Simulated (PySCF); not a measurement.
# C3H4FNO: the cost of one run

The runs use PySCF 2.14.0, with density-fitted response routines of our own; the level of theory stands in each step. All values are computed, except where a source is named. Atoms count from 0, in the outputs and in this text.

## Step 1: The molecule as given

10 atoms, charge 0, multiplicity 1; geometry from: GFN2-xTB.

Bonds of the start (Å): O0–C1 1.20, C1–N2 1.36, N2–C3 1.39, C3–C4 1.33, C4–F5 1.34, C1–H6 1.10, N2–H7 1.01, C3–H8 1.08, C4–H9 1.08.

## Step 2: Geometry optimisation at PBE0-D3(BJ)/def2-SVP

Job settings and geometry (Å):

```
{"job": {"xc": "PBE0", "basis": "def2-SVP", "d3": "d3bj", "grid": 1, "kind": "geom"}, "charge": 0, "multiplicity": 1}
O     -1.911664    -0.646154     1.395074
C     -1.811491    -0.108631     0.326391
N     -0.636851     0.172590    -0.303121
C      0.595581    -0.143274     0.245232
C      1.750909     0.119555    -0.347965
F      2.914763    -0.211309     0.233480
H     -2.679432     0.221512    -0.271699
H     -0.646159     0.628863    -1.203496
H      0.542289    -0.627619     1.208900
H      1.890939     0.599122    -1.305325
```

The run is started by

```console
$ OMP_NUM_THREADS=1 python probes_run.py task.json out
```

The driver reads the jobs from task.json and runs them one after another.

**Question.** How long does this first job take on 1 thread of AMD EPYC 9R14, shared host, and how much memory does it need?

About 24 s, with a peak of 0.43 GiB.
